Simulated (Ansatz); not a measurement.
**CHSi₂, doublet: reading a ladder of total energies**

Geometry: a PBE0/def2-TZVP stationary point for this spin, not checked as a minimum.

```
atom   x (Å)    y (Å)    z (Å)
   C  0.0000  -1.0333   0.0000
  Si  0.0000   0.2590   1.2137
  Si  0.0000   0.2590  -1.2137
   H  0.0000  -2.1187   0.0000
```

Basis cc-pVDZ; Ansatz 0.2.0. Only valence electrons are correlated (noble-gas cores frozen), which leaves 13 electrons in 44 orbitals. R marks a restricted (for open shells ROHF) determinant, U an unrestricted one.

Full CI isn't at hand for all of this; UCCSDT(Q) serves as the reference, and is uncertain by about the last step of the cluster series.

Runs differ by some tens of microhartree through their thresholds and, for an open shell, their frozen cores, so steps under 0.03 kcal/mol mean nothing.

| level | total energy (hartree) |
| --- | --- |
| UHF | -616.215298 |
| UMP2 | -616.493996 |
| UCCSD | -616.526197 |
| UCCSD(T) | -616.542045 |
| UCCSDT | -616.543248 |
| UCCSDT(Q) | -616.544767 |

Problem. What is the correlation energy at UCCSDT(Q), and what share of it do UMP2 and UCCSDT recover?

Solution. E(corr) = -616.544767 − (-616.215298) = -0.329469 hartree = -8.965 eV. UMP2: -0.278698 / -0.329469 = 84.59 %. UCCSDT: -0.327950 / -0.329469 = 99.54 %.

Problem. By how many kcal/mol does UCCSD(T) miss UCCSDT(Q) (1 hartree = 627.509 kcal/mol), and which steps make up the rest?

Solution. -616.542045 − (-616.544767) = 0.002722 hartree = 1.71 kcal/mol. Steps: UCCSDT − UCCSD(T) = -0.75, UCCSDT(Q) − UCCSDT = -0.95 kcal/mol. Differences between like states or geometries often cancel part of this.
